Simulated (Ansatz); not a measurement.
Ansatz (an electronic-structure program) job for CH2, SMILES [CH2], multiplicity 3, B3LYP-D3(BJ)/def2-TZVPD. 

Ansatz 0.2 input:
```yaml
crystal:
  periodic: [false, false, false]
  atoms:
    - {symbol: C, position_ang: [0.00000000, 0.00000000, -0.10163701]}
    - {symbol: H, position_ang: [-0.00000000, -0.98122015, 0.30491102]}
    - {symbol: H, position_ang: [-0.00000000, 0.98122015, 0.30491103]}
basis:
  gaussian:
    orbitals: def2-TZVPD
hamiltonian:
  xc: b3lyp
  dispersion: d3bj
magnetization: {spin_polarized: true, initial_magnetization: 2}
relax: {f_tol: 0.002, max_steps: 200}
```

Output:

```
WARN ansatz: RAYON_NUM_THREADS=1 ignored (pool sized by the plan → 1); use --threads N
Functional definition: B3LYP
integrals: 0.00 GiB planned
276 factors; their error is unknown
mean field: 0.10 GiB planned
mean field evaluation 1: about -1064.2170 eV, gradient 1.8e1 eV
mean field evaluation 2: about -1064.5227 eV, gradient 1.6e1 eV
mean field evaluation 4: about -1065.8533 eV, gradient 2.2e-1 eV
mean field evaluation 8: about -1065.8453 eV, gradient 4.4e-3 eV
mean field -1065.84529120 eV, -39.1690919955 hartree, gradient 2.1e-5 eV, S^2 2.005306; 0 other end points of the search recorded, 0 dependent functions left out
the calculation of the forces begins
reference -1065.84546832 eV, -39.1690985047 hartree; 5, 3 occupied and 50, 52 virtual orbitals, 276 factors
relax step   1: F+E_penalty+E_count = -1065.86806814 eV  Δ(F+E_penalty+E_count) = +0.000e0 eV  max|allowed force component| = 5.693e-1 eV/Å  Δτ_max = 0.0000 Å  (26 SCF iters, accepted)
these checks for a lower state are left out or cut short: starts, cluster_reference, orbital_swaps, neighbouring_geometries, increment
integrals: 0.00 GiB planned
276 factors; their error is unknown
mean field: 0.10 GiB planned
mean field evaluation 16: about -1065.8626 eV, gradient 9.6e-4 eV
mean field -1065.85433185 eV, -39.1694242336 hartree, gradient 7.4e-6 eV, S^2 2.005428; 0 other end points of the search recorded, 0 dependent functions left out
the calculation of the forces begins
reference -1065.85450968 eV, -39.1694307685 hartree; 5, 3 occupied and 50, 52 virtual orbitals, 276 factors
relax step   2: F+E_penalty+E_count = -1065.87709763 eV  Δ(F+E_penalty+E_count) = -9.029e-3 eV  max|allowed force component| = 1.420e-1 eV/Å  Δτ_max = 0.0120 Å  (32 SCF iters, accepted)
these checks for a lower state are left out or cut short: starts, cluster_reference, orbital_swaps, neighbouring_geometries, increment
integrals: 0.00 GiB planned
276 factors; their error is unknown
mean field: 0.10 GiB planned
mean field -1065.85499261 eV, -39.1694485159 hartree, gradient 7.5e-6 eV, S^2 2.005459; 0 other end points of the search recorded, 0 dependent functions left out
the calculation of the forces begins
reference -1065.85517068 eV, -39.1694550600 hartree; 5, 3 occupied and 50, 52 virtual orbitals, 276 factors
relax step   3: F+E_penalty+E_count = -1065.87775499 eV  Δ(F+E_penalty+E_count) = -6.574e-4 eV  max|allowed force component| = 1.543e-2 eV/Å  Δτ_max = 0.0038 Å  (33 SCF iters, accepted)
these checks for a lower state are left out or cut short: starts, cluster_reference, orbital_swaps, neighbouring_geometries, increment
integrals: 0.00 GiB planned
276 factors; their error is unknown
mean field: 0.10 GiB planned
mean field evaluation 32: about -1065.8632 eV, gradient 1.3e-4 eV
mean field -1065.85499055 eV, -39.1694484402 hartree, gradient 7.5e-6 eV, S^2 2.005430; 0 other end points of the search recorded, 0 dependent functions left out
the calculation of the forces begins
reference -1065.85516869 eV, -39.1694549868 hartree; 5, 3 occupied and 50, 52 virtual orbitals, 276 factors
relax step   4: F+E_penalty+E_count = -1065.87775386 eV  Δ(F+E_penalty+E_count) = +1.134e-6 eV  max|allowed force component| = 1.917e-2 eV/Å  Δτ_max = 0.0021 Å  (33 SCF iters, rejected (line search))
these checks for a lower state are left out or cut short: starts, cluster_reference, orbital_swaps, neighbouring_geometries, increment
integrals: 0.00 GiB planned
276 factors; their error is unknown
mean field: 0.10 GiB planned
mean field -1065.85500373 eV, -39.1694489245 hartree, gradient 7.4e-6 eV, S^2 2.005443; 0 other end points of the search recorded, 0 dependent functions left out
the calculation of the forces begins
reference -1065.85518183 eV, -39.1694554695 hartree; 5, 3 occupied and 50, 52 virtual orbitals, 276 factors
relax step   5: F+E_penalty+E_count = -1065.87776669 eV  Δ(F+E_penalty+E_count) = -1.170e-5 eV  max|allowed force component| = 8.236e-4 eV/Å  Δτ_max = 0.0011 Å  (33 SCF iters, accepted)
integrals: 0.00 GiB planned
276 factors; their error is unknown
mean field: 0.10 GiB planned
mean field evaluation 64: about -1065.8550 eV, gradient 1.2e-4 eV
mean field -1065.85500373 eV, -39.1694489245 hartree, gradient 7.4e-6 eV, S^2 2.005443; 1 other end points of the search recorded, 0 dependent functions left out
the calculation of the forces begins
reference -1065.85518183 eV, -39.1694554695 hartree; 5, 3 occupied and 50, 52 virtual orbitals, 276 factors
Total energy: -1065.87794479 eV, -39.1702919931 hartree
Atom 0 at     0.000000    -0.000000    -0.105219 Å, force     0.000000    -0.000000    -0.000824 eV/Å
Atom 1 at    -0.000000    -0.996568     0.306702 Å, force    -0.000000    -0.000095     0.000412 eV/Å
Atom 2 at     0.000000     0.996568     0.306702 Å, force    -0.000000     0.000095     0.000412 eV/Å
Dipole moment:     0.000000     0.000000     0.123790 e Å
```

The calculation finished and met its thresholds.
